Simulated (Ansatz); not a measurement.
# Relaxing TlIO3

Method: DFT r2SCAN, scalar-relativistic, plane waves, PAW in Ansatz.

The start is a database structure of TlIO3, space group R3m (No. 160).

Input of the last, converged step (default PAW datasets):

```yaml
crystal:
  lattice:
    - [3.1507925805, 1.8191109445, 2.6554335853]
    - [-3.1507925805, 1.8191109445, 2.6554335853]
    - [0.0, -3.638221889, 2.6554335853]
  atoms:
    - { symbol: Tl, position: [0.00875085, 0.00875085, 0.00875085] }
    - { symbol: I, position: [0.50186733, 0.50186733, 0.50186733] }
    - { symbol: O, position: [0.90328765, 0.46189709, 0.46189709] }
    - { symbol: O, position: [0.46189709, 0.90328765, 0.46189709] }
    - { symbol: O, position: [0.46189709, 0.46189709, 0.90328765] }
basis:
  ecutwfc: 500
kpoints:
  mp_grid: { grid: [6, 6, 6] }
hamiltonian:
  xc: r2scan
scf:
  occupations: { method: gaussian, width: 0.02 }
output:
  forces: true
  stress: true
  eigenvalues: true
relax:
  adjacent_minimum: "off"
  f_tol: 0.01
  max_steps: 80
  cell: { stress_tol: 0.05 }
```

Launched as:

```bash
ansatz run input.yaml --threads 1 --pin off --max-ram 2560MiB --backend cpu --events-out ev --progress --plain --runs-dir out
```

The run took 3.1 min on 1 thread of Arm Neoverse V1 (shared host), peak memory 0.56 GiB.

The program printed at the end:

```
SCF converged after 5 iterations
Free energy (F): -20687.351418 eV
Harris-Foulkes:  -20687.351418 eV  (|F-HF|=1.82e-11)
Internal energy: -20687.351418 eV  (E = F + TS)
E sigma→0 (E₀):  -20687.351418 eV
Fermi energy:    7.267713 eV
--- Per-component energies (eV) ---
  E_band       = -490.684228
  E_kinetic    = 1049.268946
  E_local      = -4196.619377  (includes V_loc(G=0)·N_el)
  E_nonlocal   = 369.643537
  E_hartree    = 1834.640043
  E_xc         = -559.377389
  E_vxc        = -614.396127  (∫ρ·V_xc dr)
  E_paw        = -15505.806757  (= ΣΔE_a)
  E_vpaw       = -809.664125  (= ΣTr[D̂ρ^β])
  E_aug_tail   = 0.003091  (compensation charges beyond the density's cutoff)
  E_vtau       = 41.799666  (kinetic-family band-sum trace: ∫τ·v_τ [+ j·A + Jᵃ·Aᵃ] dr)
  E_ewald      = -3680.120505
  E_core_change = 1.016991  (= ΣΔE_core)
  E_smearing   =  0.000000  (= −TS)
  E_closure    = 0.000000  (closes the sum)
  Σ components = -20687.351418   (vs F -20687.351418, Δ=0.00e0)
--- Forces (eV/Å), atoms counted from 1 ---
  atom   1  Tl     0.00000000     0.00000000    -0.00042721
  atom   2  I      0.00000000     0.00000000     0.00027345
  atom   3  O     -0.00055479    -0.00032031     0.00004893
  atom   4  O      0.00055479    -0.00032031     0.00004893
  atom   5  O      0.00000000     0.00064062     0.00004893
  max |Σ_I F_I| component: 6.97e-6 eV/Å
--- Stress (GPa, compression-positive) ---
        0.003108       0.000000       0.000000
        0.000000       0.003108       0.000000
        0.000000       0.000000       0.013062
  P = ⅓ Tr σ = 0.0064 GPa (0.064 kbar)
--- Relaxed structure (6 steps of the walk, 5 accepted, 1 SCFs on fresh bases) ---
  F+E_penalty+E_count = -20687.35141777 eV   max|allowed force component| = 6.406e-4 eV/Å   (the final SCF, on the basis selected at the relaxed cell)
  cell:  # Å, volume = 92.7586 Å³
    - [3.155834, 1.822021, 2.688657]
    - [-3.155834, 1.822021, 2.688657]
    - [0.000000, -3.644043, 2.688657]
  atoms:
    - { symbol: Tl, position: [0.013032, 0.013032, 0.013032] }
    - { symbol: I, position: [0.502486, 0.502486, 0.502486] }
    - { symbol: O, position: [0.902107, 0.460038, 0.460038] }
    - { symbol: O, position: [0.460038, 0.902107, 0.460038] }
    - { symbol: O, position: [0.460038, 0.460038, 0.902107] }
```

Absolute energies hang on the potentials; compare differences alone.

The result has space group R3m (No. 160). Around Tl lie 3 O at 2.93 Å and 6 O at 3.22 Å (next O at 3.65 Å); around I lie 3 O at 1.82 Å; O has 1 I at 1.82 Å.

Against the elements it lies at -0.559 eV/atom. The zero of energy is the elements' standard structures at the same level (O₂ as a molecule); no fitted shifts are applied.

Spin–orbit coupling is left out.

A structure relaxed within its symmetry needn't be a true minimum.